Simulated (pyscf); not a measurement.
HO–SiH₂–Si(F)(SiH₃)–SiH₃ + H₂ → F–Si(SiH₃)(SiH₃)–SiH₃ + H₂O (four-centre exchange; singlet surface; O–Si, H–H broken, H–Si, H–O formed). Optimised with ωB97X-D3(BJ)/def2-SVP in PySCF. Energies in eV from the separated reactants.

```
level                   barrier  reaction energy
----------------------  -------  ---------------
r²SCAN/def2-TZVP              …                …
B3LYP-D3(BJ)/def2-TZVP     2.22            +0.61
PBE0-D3(BJ)/def2-TZVP      2.03            +0.52
M06-2X/def2-TZVP           2.31            +0.70
ωB97M-D3(BJ)/def2-TZVP     2.17            +0.58
HF/def2-TZVP                  …            +0.47
```

**Question.** Fill in the missing entries.

**Answer.** 
- r²SCAN/def2-TZVP, barrier: 2.10
- r²SCAN/def2-TZVP, reaction energy: +0.62
- HF/def2-TZVP, barrier: 2.98

The functionals in the table span 0.28 eV in this barrier, from PBE0-D3(BJ) to M06-2X. On the product side the descent ends in a complex (not fully relaxed), 0.24 eV under the separated species and 1.86 eV under the saddle at ωB97X-D3(BJ)/def2-TZVP. At the saddle there is also a short H–Si contact that neither side keeps. One saddle was located; it need not be the lowest between these sides.
